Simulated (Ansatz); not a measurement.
# Loss of SiH4: how K changes with temperature for SiH2(OH)(SiH3) ⇌ SiH2O + SiH4

Species: SiH2(OH)(SiH3), singlet; SiH2O (oxosilane) `O=[SiH2]`, singlet; SiH4 (silane) `[SiH4]`, singlet. 

The electronic reaction energy at CCSD(T)/CBS estimate is +179.9 kJ/mol. Shapes: PBE0-D4/def2-TZVP. Flexible molecules stand in one conformer, not always the lowest. Programs: Ansatz 0.2.0. Enthalpy and entropy come from rigid-rotor, harmonic-oscillator sums on unscaled PBE0-D4/def2-TZVP wavenumbers, ideal gases at 1 bar; R ln 2 is added for the mirror twin of the chiral shape of SiH2(OH)(SiH3). Symmetry numbers: SiH2(OH)(SiH3) 1, SiH2O 2, SiH4 12. R = 8.3145 J/(mol K).

```
T (K)  ΔH (kJ/mol)  ΔS (J/(mol K))
  400       +165.1          +108.9
  600       +161.8          +102.4
  800            ?               ?
```

Problem. Work out ln K at 400 and 600 K, and from these estimate it at 800 K.

Solution. 
1. 400 K: ΔG = +165.1 − 400 × (+108.9)/1000 = +121.5 kJ/mol; ln K = −ΔG/RT = -36.53.
2. 600 K: ΔG = +161.8 − 600 × (+102.4)/1000 = +100.4 kJ/mol; ln K = −ΔG/RT = -20.13.
3. Slope against 1000/T: (-20.13 − (-36.53))/(1.6667 − 2.5000) = -19.68, that is −ΔH/R with ΔH near +164 kJ/mol.
4. 800 K: ln K = -36.53 + (-19.68) × (1.2500 − 2.5000) = -11.93.

The full sums give ΔH = +158.6 kJ/mol, ΔS = +97.8 J/(mol K), ΔG = +80.4 kJ/mol and ln K = -12.09 at 800 K, so the line is off by +0.16 in ln K; without rounding the miss is +0.17, from the change of ΔH with temperature. The reactants are favoured over this whole range. The number of molecules rises, which sets the sign of ΔS, and lower pressure favours the products. An error of 10 kJ/mol in the energy moves ln K by 1.5 at 800 K. Soft modes are treated as harmonic, which can err either way at these temperatures; the lowest are those of SiH2(OH)(SiH3) (101 cm⁻¹). Other conformers aren't counted. T1 is large for SiH2O (0.022), so single-reference values are less sure there. The CBS estimate extrapolates MP2 from def2-TZVPP and def2-QZVPP and adds CCSD(T) − MP2 in the triple-zeta set, cores frozen.
